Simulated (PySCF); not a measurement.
Gas-phase reaction: 2 AlHCl2 + O + Al2O ⇌ 2 AlCl2 + 2 AlOH

Method: PySCF energies (xtb for GFN2) plus ideal-gas RRHO corrections (1 bar). † marks an energy on the PBE0/def2-TZVP geometry and frequencies; other levels use their own. MP2 and CCSD(T) freeze the core. Open shells (unrestricted): O (multiplicity 3), AlCl2 (multiplicity 2); the rest are closed-shell singlets. GFN2 has no spin-polarisation term. Spin-orbit splitting is ignored; it lowers the true energy and changes the entropy of O. AlHCl2: computed as isolated molecules; such fragments, hydroxides, amides, oligomers or adducts are transient or little studied in the gas. MP2 isn't extrapolated to the basis-set limit. CCSD(T) isn't extrapolated to the basis-set limit. Warning, large T1 diagnostic: Al2O (CCSD(T)/def2-SVP†).

```tsv
level	ΔH°(298 K), kJ
BLYP/def2-TZVP†	…
CCSD(T)/def2-SVP†	-121
CCSD(T)/def2-TZVPP†	…
GFN2-xTB	-474
MP2/def2-SVP†	…
MP2/def2-TZVPP†	-209
PBE/def2-SVP	-232
PBE0/def2-QZVP†	-217
PBE0/def2-SVP†	-191
LDA/def2-TZVP†	-319
ωB97X-V/def2-TZVP†	…
```

**Question.** Some entries are withheld; supply them.

**Answer.** 
- BLYP/def2-TZVP†, ΔH°(298 K), kJ: -221
- CCSD(T)/def2-TZVPP†, ΔH°(298 K), kJ: -166
- MP2/def2-SVP†, ΔH°(298 K), kJ: -159
- ωB97X-V/def2-TZVP†, ΔH°(298 K), kJ: -167
